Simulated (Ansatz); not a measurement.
α-quartz (SiO2) was calculated with revPBE (plane waves, PAW; Ansatz, a quantum-chemistry and plane-wave program).

The run printed, among other lines:

```
Crystal: 9 atoms, lattice volume = 125.051 Å³
Basis set: ecut = 520 eV, 3393 PW (Γ), exchange–correlation on 80×80×90 points (8 copies of the dense FFT grid, shifted against one another)
Bands: 33, of which v1, the nominal top of the filled ones, is band 24 counted from 1 (23 counted from 0)
Symmetry: 6 space group operations
Space group: P3221 (ITA 154), of the structure as read, at distance tolerance 5.0e-5 Å
k-points: 100 of 864 (time reversal used)
Functional: x = revpbe(κ = 1.245, μ = 0.2195149727645171), c = pbe(β = 0.06672455060314922)
SCF iter   1: F=—  HF=-5336.555168 eV  |F-HF|=—  |Δ(HF+E_count)|=         —  Δρ=2.42e-3  dr2=5.24e-3
SCF iter   2: F=—  HF=-5336.557865 eV  |F-HF|=—  |Δ(HF+E_count)|=   2.70e-3  Δρ=1.25e-3  dr2=7.98e-4
  ...
SCF iter   6: F=—  HF=-5336.558665 eV  |F-HF|=—  |Δ(HF+E_count)|=   3.54e-5  Δρ=4.63e-6  dr2=2.04e-8
SCF iter   7: F=-5336.558665 eV  HF=-5336.558665 eV  |F-HF|=3.11e-9  |Δ(HF+E_count)|=   1.02e-7  Δρ=6.17e-7  dr2=5.16e-10
SCF 1 converged in 7 iterations: F = -5336.558665 eV  dr2 = 5.16e-10
SCF converged after 7 iterations
Free energy (F): -5336.558665 eV
Internal energy: -5336.558665 eV  (E = F + TS)
E sigma→0 (E₀):  -5336.558665 eV
Fermi energy:    4.669960 eV
--- Forces (eV/Å), atoms counted from 1 ---
  atom   1  Si     0.00094544     0.00163755     0.00000000
  atom   2  Si    -0.00189087     0.00000000     0.00000000
  atom   3  Si     0.00094544    -0.00163755    -0.00000000
  atom   4  O      0.00033403    -0.00202504    -0.00373106
  atom   5  O      0.00158672     0.00130180    -0.00373106
  atom   6  O     -0.00192076    -0.00072324     0.00373106
  atom   7  O      0.00158672    -0.00130180     0.00373106
  atom   8  O      0.00033403     0.00202504     0.00373106
  atom   9  O     -0.00192076     0.00072324    -0.00373106
--- Stress (GPa, compression-positive) ---
       -0.012870       0.000000       0.000000
       -0.000000      -0.012870       0.000000
        0.000000       0.000000      -0.007520
  P = ⅓ Tr σ = -0.0111 GPa (-0.111 kbar)
```

Problem. Write an input file that could have produced this run (the log leaves some choices open).

Solution. This is not unique; one that fits is 
Ansatz 0.2 input:
```yaml
crystal:
  lattice:
    - [2.5455645944, -4.4090472114, 0.0]
    - [2.5455645944, 4.4090472114, 0.0]
    - [0.0, 0.0, 5.5709595306]
  atoms:
    - { symbol: Si, position: [0.0, 0.4841354554, 0.3333333333] }
    - { symbol: Si, position: [0.5158645446, 0.5158645446, 0.0] }
    - { symbol: Si, position: [0.4841354554, 0.0, 0.6666666667] }
    - { symbol: O, position: [0.2413662968, 0.4161185399, 0.1937203302] }
    - { symbol: O, position: [0.5838814601, 0.8252477569, 0.8603869969] }
    - { symbol: O, position: [0.7586337032, 0.1747522431, 0.4729463365] }
    - { symbol: O, position: [0.8252477569, 0.5838814601, 0.1396130031] }
    - { symbol: O, position: [0.4161185399, 0.2413662968, 0.8062796698] }
    - { symbol: O, position: [0.1747522431, 0.7586337032, 0.5270536635] }
basis:
  ecutwfc: 520
  ecutrho_ratio: 4
  xc_grid: 2
kpoints:
  mp_grid: { grid: [12, 12, 6] }
  band_path:
    path:
      - [0.0, 0.0, 0.0]
      - [0.083333, 0.0, 0.0]
      - [0.166667, 0.0, 0.0]
      - [0.25, 0.0, 0.0]
      - [0.333333, 0.0, 0.0]
      - [0.416667, 0.0, 0.0]
      - [0.5, 0.0, 0.0]
      - [0.444444, 0.111111, 0.0]
      - [0.388889, 0.222222, 0.0]
      - [0.333333, 0.333333, 0.0]
      - [0.291667, 0.291667, 0.0]
      - [0.25, 0.25, 0.0]
      - [0.208333, 0.208333, 0.0]
      - [0.166667, 0.166667, 0.0]
      - [0.125, 0.125, 0.0]
      - [0.083333, 0.083333, 0.0]
      - [0.041667, 0.041667, 0.0]
      - [0.0, 0.0, 0.1]
      - [0.0, 0.0, 0.2]
      - [0.0, 0.0, 0.3]
      - [0.0, 0.0, 0.4]
      - [0.0, 0.0, 0.5]
      - [0.083333, 0.0, 0.5]
      - [0.166667, 0.0, 0.5]
      - [0.25, 0.0, 0.5]
      - [0.333333, 0.0, 0.5]
      - [0.416667, 0.0, 0.5]
      - [0.5, 0.0, 0.5]
      - [0.444444, 0.111111, 0.5]
      - [0.388889, 0.222222, 0.5]
      - [0.333333, 0.333333, 0.5]
      - [0.291667, 0.291667, 0.5]
      - [0.25, 0.25, 0.5]
      - [0.208333, 0.208333, 0.5]
      - [0.166667, 0.166667, 0.5]
      - [0.125, 0.125, 0.5]
      - [0.083333, 0.083333, 0.5]
      - [0.041667, 0.041667, 0.5]
      - [0.5, 0.0, 0.4]
      - [0.5, 0.0, 0.3]
      - [0.5, 0.0, 0.2]
      - [0.5, 0.0, 0.1]
      - [0.333333, 0.333333, 0.4]
      - [0.333333, 0.333333, 0.3]
      - [0.333333, 0.333333, 0.2]
      - [0.333333, 0.333333, 0.1]
    npoints: 1
hamiltonian:
  xc: revpbe
  dispersion: none
  pseudopotentials: { kind: paw }
scf:
  occupations: { method: fermi_dirac, width: 0.01 }
  convergence: { dr2_threshold: 0.0000000009 }
output:
  forces: true
  stress: true
  eigenvalues: true
  write_bands: true
```

The PAW data were made under PBE.

Note: the cell is over a tenth larger than the published one: the level's own overestimate first of all, though another phase or state, or a fault of the published cell, is possible.

Cost on a shared machine: around 50 core-seconds (rough).
